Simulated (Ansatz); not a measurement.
# SiPH₃ (singlet): from Hartree-Fock to the top rungs at a displaced geometry (v2), cc-pVDZ

An exercise on one series of results from a longer session: the logs are not shown, and one member is left open.

The runs use Ansatz 0.2.0, Gaussian basis; cc-pVDZ, core rule «outside noble gas», up to 10 orbitals frozen.

To be run: UHF; CCSD(T) on RHF; BCCD(T) on RHF; CISD; CCSDT(Q) on RHF.

12 further runs of the same task are left out: 3 that didn't finish, 9 set aside as unsound or not needed. Runs told in other sessions of the task aren't counted.

**The system**

The geometry is a PBE0/def2-TZVP stationary point (not a proven minimum) with its atoms shifted at random (size 0.100 Å).

5 atoms, charge 0, spin multiplicity 1.

Atoms are counted from 1 here; the program's logs count them from 0.

Bond lengths: Si1–P2 2.054 Å, Si1–H3 1.700 Å, Si1–H4 1.447 Å, Si1–H5 1.525 Å, P2–H3 1.603 Å. Angles: P2–Si1–H3 49.5°, P2–Si1–H4 129.7°, P2–Si1–H5 122.7°, H3–Si1–H4 113.9°, H3–Si1–H5 111.3°, H4–Si1–H5 107.6°, Si1–P2–H3 53.7°, Si1–H3–P2 76.8°.

The first run:

The input, in.yaml:

```yaml
crystal:
  periodic: [false, false, false]
  atoms:
    - {symbol: Si, position_ang: [0.057359, -0.000901, 1.012792]}
    - {symbol: P, position_ang: [-0.100871, 0.007473, -1.034862]}
    - {symbol: H, position_ang: [1.259926, -0.024950, -0.188316]}
    - {symbol: H, position_ang: [0.172302, 1.107433, 1.935783]}
    - {symbol: H, position_ang: [0.069244, -1.287009, 1.832900]}
basis:
  gaussian: {orbitals: cc-pVDZ}
magnetization: {spin_polarized: true, initial_magnetization: 0}
hamiltonian: {xc: hf}
output: {orbitals: {seedname: orbitals}}
```

Command:

```bash
$ ansatz run in.yaml --threads 1 --pin off --events-out ev --progress --plain --max-ram 2393MiB
```

Among the steps run: UHF; CCSD(T) on RHF; BCCD(T) on RHF; CISD; CCSDT(Q) on RHF.

One of the session's tables, all rows but one given; the rest of the session is left out.

It belongs to the step «Misses and costs». 

| method | from RCCSDT(Q) (kJ/mol) |
| --- | --- |
| RHF | +686.6 |
| RMP2 | +124.7 |
| CISD | ? |
| RCCSD | +27.6 |
| RCCSD(T) | +4.5 |
| BCCD(T) | +4.4 |
| RCCSDT | +1.6 |
| RCCSDT(Q) | 0 |

Estimate the missing values for CISD.

**Answer.** from RCCSDT(Q) (kJ/mol): +88.6. In the column «from RCCSDT(Q) (kJ/mol)» it lies between RCCSD (+27.6) and RMP2 (+124.7).
